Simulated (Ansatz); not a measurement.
Barrier NH2 (SMILES [NH2]) + CH3 (SMILES [CH3]) via CH5N, on the benchmark's geometries as Psi4's copy gives them; open shells unrestricted, no zero-point energy, no spin–orbit coupling.
Transition structure (charge 0, multiplicity 3):
```xyz
7

C     -1.19958    -0.01113    -0.00003
N      1.40071     0.12986     0.00002
H     -1.42666    -0.51293     0.93306
H     -1.41991    -0.59138    -0.88814
H     -1.52024     1.02281    -0.04578
H      0.18893     0.12690     0.00100
H      1.57034    -0.88767    -0.00005
```

Frozen-core correlation. CBS(a, b) extrapolates the correlation energy as X⁻³ and adds the Hartree–Fock energy of set b. MP2 and its Hartree–Fock in aug-cc-pVQZ are density fitted.

The values were computed with Ansatz (a quantum-chemistry and plane-wave program). Values without a source in brackets are computed.

Barrier heights (kcal/mol): PBE/def2-TZVPPD 0.71; B3LYP/def2-TZVPPD 6.13; wB97M-V/def2-TZVPPD 7.42; MP2/CBS(aug-cc-pVTZ, aug-cc-pVQZ) + ΔCCSD(T)/aug-cc-pVTZ 8.97.

Task: With all else equal, by what factor does exp(−ΔE‡/RT) at 298.15 K differ from its value at MP2/CBS(aug-cc-pVTZ, aug-cc-pVQZ) + ΔCCSD(T)/aug-cc-pVTZ?

Result: 
RT = 0.5925 kcal/mol, so the factor is exp(−(ΔE‡ − 8.97)/RT): PBE/def2-TZVPPD 1.1e+06; B3LYP/def2-TZVPPD 120; wB97M-V/def2-TZVPPD 14. Each 1.36 kcal/mol is a factor of ten. MP2/CBS(aug-cc-pVTZ, aug-cc-pVQZ) + ΔCCSD(T)/aug-cc-pVTZ is the comparison, a level with limits of its own.
